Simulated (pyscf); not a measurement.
**Four-centre exchange: `[OH][Si]([OH])([OH])[F]` + `[ClH]` → `[OH][SiH]([OH])[OH]` + `[F][Cl]`**

Gas phase, singlet surface, charge 0. Bonds broken: Si2–F5, Cl9–H10. Bonds formed: Si2–H10, F5–Cl9. Structures and frequencies: ωB97X-D3(BJ)/def2-SVP in PySCF.

Transition state (Å):

```xyz
10

O      0.6100     1.3226    -1.1322
Si    -0.4773     0.2369    -0.5228
O      0.3821    -1.1689    -0.4080
O     -1.7857     0.3919    -1.5033
F     -1.8623    -0.7665     0.8142
H      1.5313     1.0605    -1.0263
H     -0.0690    -1.8534     0.0999
H     -2.5830     0.0079    -1.1203
Cl    -1.6654     0.4585     2.3383
H     -0.7251     0.9279     0.9201
```

One imaginary mode, 1149i cm⁻¹; descent along it reached the two sides named, in the forms told below.

| bond | change | reactant side (Å) | saddle | product side |
|---|---|---|---|---|
| Si2–F5 | breaks | 1.642 | 2.171 | 3.1 |
| Cl9–H10 | breaks | 1.293 | 1.765 | 3.3 |
| Si2–H10 | forms | 3.0 | 1.619 | 1.480 |
| F5–Cl9 | forms | 3.1 | 1.965 | 1.653 |

Electronic energies relative to the separated reactants (kcal/mol):

| level | barrier | reaction energy | reverse barrier |
|---|---|---|---|
| ωB97X-D3(BJ)/def2-TZVP | 151.0 | +106.8 | 44.2 |
| PBE/def2-TZVP | 127.0 | +101.1 | 25.9 |
| r²SCAN/def2-TZVP | 138.1 | +108.7 | 29.3 |
| B3LYP-D3(BJ)/def2-TZVP | 140.9 | +105.2 | 35.8 |
| PBE0-D3(BJ)/def2-TZVP | 143.9 | +106.8 | 37.0 |
| M06-2X/def2-TZVP | 156.3 | +110.2 | 46.1 |
| ωB97M-D3(BJ)/def2-TZVP | 149.8 | +107.4 | 42.4 |
| HF/def2-TZVP | 191.1 | +115.6 | 75.5 |

With ωB97M-D3(BJ)/def2-TZVP energies and thermal terms (ideal gas, 1 atm, RRHO with modes under 100 cm⁻¹ raised to 100, one conformer, R ln 2 for chiral ones without a mode under 150 cm⁻¹), in kcal/mol:

```json
[
 {"T (K)": "298", "ΔH‡": "148.6", "ΔG‡": "159.0", "ΔH": "+107.3", "ΔG": "+106.0"},
 {"T (K)": "600", "ΔH‡": "148.6", "ΔG‡": "169.6", "ΔH": "+106.9", "ΔG": "+104.9"},
 {"T (K)": "900", "ΔH‡": "149.0", "ΔG‡": "180.0", "ΔH": "+106.8", "ΔG": "+104.0"},
 {"T (K)": "1200", "ΔH‡": "149.5", "ΔG‡": "190.2", "ΔH": "+106.8", "ΔG": "+103.0"}
]
```

On the reactant side the descent ends in a complex (not fully relaxed), 4.8 kcal/mol under the separated species and 155.8 kcal/mol under the saddle at ωB97X-D3(BJ)/def2-TZVP. The same reactants have a lower exit, to HO–Si(OH)(OH)–F + HCl (barrier +29.1 kcal/mol at ωB97M-D3(BJ)/def2-TZVP, against +149.8 kcal/mol here). This is the saddle that the search found; another between the same sides may lie lower. A restricted solution here is unstable towards spin polarisation, so biradical character is likely and single-reference numbers are less safe.
